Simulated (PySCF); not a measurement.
C5H4P (charge -1).
Atom-mapped SMILES: `[CH:1]#[C:2][CH2:3][P-:4][C:5]#[CH:6]` (hydrogens: H7 on C1; H8, H9 on C3; H10 on C6)

Method used: PBE0-D3(BJ)/def2-SVP geometry optimisation, gas phase (PySCF).

What internal coordinates does the optimisation give?

```
        bond  length (pm)   order
       C1≡C2        121.7  triple
       C2–C3        145.2  single
       C3–P4        191.9  single
       P4–C5        175.1  single
       C5≡C6        123.5  triple
       C1–H7        107.2  single
C3–H8, C3–H9        110.4  single
      C6–H10        107.3  single
```

Bonds in one row agree within 1 pm and their mean is given. Orders are formal, as drawn. A selection of angles:
```
    angle  degrees
 C2–C1–H7    176.5
 C1–C2–C3    179.3
 C2–C3–P4    115.9
 C2–C3–H8    109.4
 P4–C3–H8    109.6
 P4–C3–H9    106.1
 H8–C3–H9    106.8
 C3–P4–C5     97.8
 P4–C5–C6    175.8
C5–C6–H10    174.2
```

Dihedral angles: C2–C3–P4–C5 -82° (synclinal). The mirror-image conformer, all signs reversed, is as good.

The 3 C–C bonds span 1.217 Å (C1≡C2, drawn triple) to 1.452 Å (C2–C3, drawn single), a spread of 0.235 Å. The 2 C–P bonds span 1.751 Å (P4–C5, drawn single) to 1.919 Å (C3–P4, drawn single), a spread of 0.168 Å. P4 (phosphorus bonded to 2 C) is bent (angle 97.8°).

Point group: C1 (no symmetry element, even within 0.4 Å). No frequency check. The geometry's basis has no diffuse functions, a weakness for an anion.

The run took 34 s wall on one thread of an Arm Neoverse V1, on a shared host, and the process peaked at 0.44 GiB of memory. This is the geometry optimisation.
